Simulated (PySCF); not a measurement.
# H3N: the cost of one run

The runs use PySCF 2.14.0; levels as typed in each script, gas phase, geometry from GFN2-xTB.

### Step 1. The system as given

SMILES `N`, 4 atoms, charge 0, spin multiplicity 1.

Bond lengths: N1–H2 1.013 Å, N1–H3 1.013 Å, N1–H4 1.013 Å. Angles: H2–N1–H3 107.7°, H2–N1–H4 107.7°, H3–N1–H4 107.6°.

As a file:

```xyz
4

N     0.00002   -0.00002    0.11002
H     0.87174   -0.36201   -0.25676
H    -0.74953   -0.57379   -0.25671
H    -0.12233    0.93596   -0.25667
```

### Step 2. Density, bond paths and surface potential (TPSSh/6-311+g**)

input.py reads:

```python
import numpy as np
from pyscf import gto, scf, dft
from pyscf.scf import atom_ks, atom_hf
from scipy.linalg import block_diag

def solve(mol, dm0=None, hcore=None):
    mf = (dft.UKS if mol.spin else dft.RKS)(mol, xc='tpssh')
    mf.grids.level = 3
    mf = mf.density_fit(auxbasis='def2-universal-jkfit')
    mf.conv_tol, mf.max_cycle = 1e-8, 80
    if hcore is not None:
        mf.get_hcore = lambda *args: hcore
    mf.kernel(dm0)
    if not mf.converged:
        mf = mf.newton().run(mf.mo_coeff, mf.mo_occ, max_cycle=30)
    assert mf.converged, 'SCF not converged'
    return mf

mol = gto.M(atom='''
N      0.00002    -0.00002     0.11002
H      0.87174    -0.36201    -0.25676
H     -0.74953    -0.57379    -0.25671
H     -0.12233     0.93596    -0.25667
''', basis='6-311+g**', charge=0, spin=0, verbose=4)
mf = solve(mol)
mf.analyze()
# spherically averaged free atoms, for the promolecule
atm = atom_ks.get_atm_nrks(mol, xc='tpssh')
pro = block_diag(*[(atm[a[0]][2] * atm[a[0]][3]) @ atm[a[0]][2].T for a in mol._atom])
np.savez('result.npz', e=mf.e_tot, c=mf.mo_coeff, occ=mf.mo_occ, eps=mf.mo_energy, pro=pro, dip=mf.dip_moment(verbose=0), s2=mf.spin_square()[0])
```

Run with:

```
> OMP_NUM_THREADS=1 python input.py
```

**Question.** How long does this run take on 1 thread of Intel Xeon 6975P-C (Granite Rapids), shared host, and how much memory does it need?

About 2 s, with a peak of 0.19 GiB.
